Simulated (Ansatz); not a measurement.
# C₂HS radical: functionals against CCSD(T) at one geometry

How do the functionals fare away from a minimum? The structure is a structure displaced at random from a GFN2-xTB minimum.

Computed with Ansatz 0.2.0, Gaussian basis. Level: single points in def2-TZVPP.

Correlated methods freeze the cores. Orbitals are unrestricted.

## Step 1: The system as given

SMILES `[C]1=CS1`, 4 atoms, charge 0, spin multiplicity 2.

Atoms are counted from 1 here; the program's logs count them from 0.

Bond lengths: C1–C2 1.324 Å, C1–S3 1.809 Å, C2–S3 1.710 Å, C2–H4 1.043 Å. Angles: C2–C1–S3 64.0°, C1–C2–S3 71.9°, C1–C2–H4 155.4°, S3–C2–H4 132.6°, C1–S3–C2 44.1°.

Coordinates:

```xyz
4

C    -0.2540   -0.5785    0.9501
C    -0.3016    0.1827   -0.1326
S     1.2876   -0.4317    0.0145
H    -0.7483    0.8276   -0.8203
```

## Step 2: CCSD(T)/def2-TZVPP

run/in.yaml reads:

```yaml
crystal:
  periodic: [false, false, false]
  atoms:
    - {symbol: C, position_ang: [-0.254000, -0.578500, 0.950100]}
    - {symbol: C, position_ang: [-0.301600, 0.182700, -0.132600]}
    - {symbol: S, position_ang: [1.287600, -0.431700, 0.014500]}
    - {symbol: H, position_ang: [-0.748300, 0.827600, -0.820300]}
basis:
  gaussian: {orbitals: def2-TZVPP}
magnetization: {spin_polarized: true, initial_magnetization: 1}
correlation: {method: ccsd_t}
scf: {omitted_lower_state_checks: [cluster_reference]}
output: {forces: true}
```

The command line of these runs was not kept.

## Step 3: PBE0-D4/def2-TZVPP

Edit run/in.yaml of step 2 so:

```diff
@@ -10,4 +10,3 @@
 magnetization: {spin_polarized: true, initial_magnetization: 1}
-correlation: {method: ccsd_t}
-scf: {omitted_lower_state_checks: [cluster_reference]}
-output: {forces: true}
+hamiltonian: {xc: pbe0, dispersion: d4}
+output: {forces: true, orbitals: {seedname: orbitals}}
```

## Step 4: wB97M-V/def2-TZVPP

Edit run/in.yaml of step 3 so:

```diff
@@ -10,3 +10,3 @@
 magnetization: {spin_polarized: true, initial_magnetization: 1}
-hamiltonian: {xc: pbe0, dispersion: d4}
-output: {forces: true, orbitals: {seedname: orbitals}}
+hamiltonian: {xc: {name: wB97M-V}}
+output: {forces: true}
```

## Step 5: r2SCAN-D4/def2-TZVPP

Edit run/in.yaml of step 4 so:

```diff
@@ -10,3 +10,3 @@
 magnetization: {spin_polarized: true, initial_magnetization: 1}
-hamiltonian: {xc: {name: wB97M-V}}
+hamiltonian: {xc: r2scan, dispersion: d4}
 output: {forces: true}
```

## Step 6: PBE-D4/def2-TZVPP

Edit run/in.yaml of step 5 so:

```diff
@@ -10,3 +10,3 @@
 magnetization: {spin_polarized: true, initial_magnetization: 1}
-hamiltonian: {xc: r2scan, dispersion: d4}
+hamiltonian: {xc: pbe, dispersion: d4}
 output: {forces: true}
```

## Step 7: BHLYP-D4/def2-TZVPP

Edit run/in.yaml of step 6 so:

```diff
@@ -10,3 +10,3 @@
 magnetization: {spin_polarized: true, initial_magnetization: 1}
-hamiltonian: {xc: pbe, dispersion: d4}
+hamiltonian: {xc: {name: BHLYP}, dispersion: d4}
 output: {forces: true}
```

## Step 8: CAM-B3LYP-D4/def2-TZVPP

Edit run/in.yaml of step 7 so:

```diff
@@ -10,3 +10,3 @@
 magnetization: {spin_polarized: true, initial_magnetization: 1}
-hamiltonian: {xc: {name: BHLYP}, dispersion: d4}
+hamiltonian: {xc: {name: CAM-B3LYP}, dispersion: d4}
 output: {forces: true}
```

(Steps that only read results are left out.)

Before running it: what results should come out? Wanted: energy less free atoms, CCSD(T)/def2-TZVPP; RMS force component; RMS force error; HOMO and LUMO, PBE0-D4; T1 diagnostic.

**Answer**, as computed:

```
                                  quantity                                                                                                 value
energy less free atoms, CCSD(T)/def2-TZVPP                                                                                       -336.9 kcal/mol
                       RMS force component                                                                  0.648 to 0.869 eV/Å over the methods
                           RMS force error  PBE0-D4 0.392, wB97M-V 0.384, r2SCAN-D4 0.249, PBE-D4 0.122, BHLYP-D4 0.640, CAM-B3LYP-D4 0.542 eV/Å
                    HOMO and LUMO, PBE0-D4                                                                                    -6.95 and -3.48 eV
                             T1 diagnostic                                                                                                 0.018
```

**Reading.** Against CCSD(T) the functionals' energies less atoms differ by -39.0 to +5.5 kcal/mol, PBE-D4 by -39.0 kcal/mol. The reference is not at the basis limit: in triple zeta CCSD(T) underbinds, which counts against methods that bind more; the gaps are no ranking. On forces the order runs from PBE-D4 to BHLYP-D4. Frozen-core CCSD(T) forces in triple zeta carry basis errors of their own, and this is one geometry, so small gaps rank nothing.
